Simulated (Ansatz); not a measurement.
Input file:

```yaml
crystal:
  periodic: [false, false, false]
  atoms:
    - {symbol: F, position_ang: [0.000000, -0.166439, 1.549273]}
    - {symbol: C, position_ang: [0.000000, 0.451313, 0.410307]}
    - {symbol: S, position_ang: [0.000000, -0.070435, -1.071629]}
basis:
  gaussian: {orbitals: cc-pVDZ}
magnetization: {spin_polarized: false, initial_magnetization: 3}
hamiltonian: {xc: hf}
accuracy: high
scf: {lower_state_search: full}
output: {orbitals: {seedname: orbitals}}
```

```sh
$ ansatz run in.yaml --threads 1 --pin off --events-out ev --progress --plain --max-ram 2393MiB
```

The program prints:

```
932 factors; integrals over basis functions are off by at most 3.3e-9 eV
mean field evaluation 1: about -14547.0420 eV, gradient 1.7e1 eV
mean field evaluation 2: about -14547.0495 eV, gradient 1.7e1 eV
mean field evaluation 4: about -14548.6397 eV, gradient 3.7e0 eV
mean field evaluation 8: about -14548.7161 eV, gradient 1.2e-1 eV
mean field evaluation 16: about -14548.7164 eV, gradient 1.3e-8 eV
mean field evaluation 32: about -14548.6868 eV, gradient 1.4e0 eV
mean field evaluation 64: about -14548.7011 eV, gradient 1.1e-2 eV
mean field evaluation 96: about -14548.7164 eV, gradient 7.8e-4 eV
mean field evaluation 128: about -14419.7061 eV, gradient 1.9e2 eV
mean field evaluation 160: about -14544.3150 eV, gradient 4.1e1 eV
mean field evaluation 192: about -14548.3321 eV, gradient 6.6e0 eV
mean field evaluation 224: about -14548.6717 eV, gradient 1.6e0 eV
mean field -14548.71635822 eV, -534.6554646905 hartree, gradient 1.3e-8 eV, S^2 3.750000; 9 other end points of the search recorded, 0 dependent functions left out
reference -14548.71635822 eV, -534.6554646905 hartree; 17, 14 occupied and 29, 32 virtual orbitals, 932 factors
Total energy: -14548.71635822 eV, -534.6554646905 hartree
```

Ran on 1 thread of AMD EPYC, shared host: 7.5 s wall, 0.11 GiB peak host memory.
